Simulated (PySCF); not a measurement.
# CH6OSi

The system: CH6OSi, a small molecule; neutral, singlet. The structure, one conformer, was relaxed in the gas phase by PBE0-D3(BJ)/def2-SVP. No frequency run checks that it is a minimum.

SMILES: CO[SiH3]

Coordinates in Å:
```
Si1     0.319    0.813    1.035
O2     -0.762    0.172   -0.053
C3     -0.418   -0.766   -1.032
H4      1.426    1.536    0.330
H5      0.934   -0.263    1.877
H6     -0.448    1.758    1.889
H7      0.338   -0.374   -1.738
H8     -0.020   -1.701   -0.593
H9     -1.319   -1.022   -1.610
```

Shieldings: GIAO PBE0/pcSseg-2. Shifts are against computed references at the same level: C TMS (σ 184.1 ppm), H TMS (σ 31.24 ppm), Si TMS (σ 341.3 ppm). Core levels by delta-SCF with SCAN, pcX-2 on the ionised atom and pcseg-1 elsewhere, spin-free X2C (2p3/2 is the spin-free 2p value less a third of a first-order spin-orbit splitting); from the vacuum level, for chosen atoms.

**Question.** Give the NMR and core-level values of the distinct atoms.

**Answer.** 
```csv
atoms,bonded to,σ (ppm),δ (ppm),core level (eV)
Si1,1 O + 3 H,373.1,-31.8,2p3/2 107.48
O2,1 C + 1 Si,337.5,-,1s 538.22
C3,1 O + 3 H,128.3,55.8,1s 292.55
H4 H5 H6,1 Si,26.37,4.87,-
H7 H8 H9,1 C,27.73,3.52,-
```

Values are those of this one static structure, with the three H of a rotating XH3 group averaged; atoms that internal rotation interchanges would show their mean in an NMR spectrum.

**Question.** By CAM-B3LYP/def2-SVPD (TDDFT singlets, Tamm-Dancoff triplets, ionisation by delta-SCF), where does absorption start, and what does vertical ionisation take?

**Answer.** The lowest singlet lies at 7.10 eV (f 0.001), the strongest of the first 6 at 8.04 eV (f 0.051), the lowest triplet at 6.76 eV; vertical ionisation takes 10.59 eV.
